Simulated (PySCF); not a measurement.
**SiS: energy against distance**

Set-up: PySCF, spin-free X2C with a Gaussian nucleus, basis sets Si jorge-DZP-DKH, S jorge-DZP-DKH. Energies in eV from Si + S in their ground configurations at the same level. All curves are PBE0. state 1: ¹Σ⁺ (singlet), closed shell; state 2: triplet, unpaired electrons π ↑↑, a mixture of terms (⟨Lz²⟩ = 2.0), a second solution, started from another occupation; state 3: ⁵Π (quintet), unpaired electrons σ ↑, π ↑↑↑, a second solution, started from another occupation.

```json
{"R (Å)": "1.680", "state 1": "-4.252", "state 2": "0.912", "state 3": "3.6984"}
{"R (Å)": "1.759", "state 1": "-5.213", "state 2": "-0.586", "state 3": "2.1580"}
{"R (Å)": "1.837", "state 1": "-5.741", "state 2": "-1.621", "state 3": "1.0847"}
{"R (Å)": "1.895", "state 1": "-5.926", "state 2": "-2.166", "state 3": "0.5127"}
{"R (Å)": "1.954", "state 1": "-5.974", "state 2": "-2.557", "state 3": "0.0947"}
{"R (Å)": "2.013", "state 1": "-5.916", "state 2": "-2.826", "state 3": "-0.2017"}
{"R (Å)": "2.091", "state 1": "-5.717", "state 2": "-3.038", "state 3": "-0.4528"}
{"R (Å)": "2.188", "state 1": "-5.333", "state 2": "-3.130", "state 3": "-0.6010"}
{"R (Å)": "2.306", "state 1": "-4.755", "state 2": "-3.067", "state 3": "-0.6265"}
{"R (Å)": "2.462", "state 1": "-3.898", "state 2": "-2.811", "state 3": "-0.5323"}
```

**Question.** Put a parabola through the three lowest points of the state 1 curve and estimate Re, k and ωe (reduced mass 14.92 u; 1 eV/Å² = 0.16022 mdyn/Å; ωe = 1302.8·√(k/μ) cm⁻¹).

**Answer.** Through R = 1.895, 1.954, 2.013 Å the second-order coefficient is 15.2 eV/Å², so Re ≈ 1.951 Å, k ≈ 4.88 mdyn/Å and ωe ≈ 745 cm⁻¹. A polynomial fit of higher order to the unrounded PBE0 energies gives Re = 1.949 Å, k = 5.03 mdyn/Å, ωe = 756 cm⁻¹; anharmonicity and rounding make the difference.

The higher-order fit for each curve: state 1: Re = 1.949 Å, ωe = 756 cm⁻¹, De = 5.97 eV; state 2: Re = 2.200 Å, ωe = 489 cm⁻¹, minimum 3.13 eV below the ground-state fragments; state 3: Re = 2.270 Å, ωe = 378 cm⁻¹, minimum 0.63 eV below the ground-state fragments.
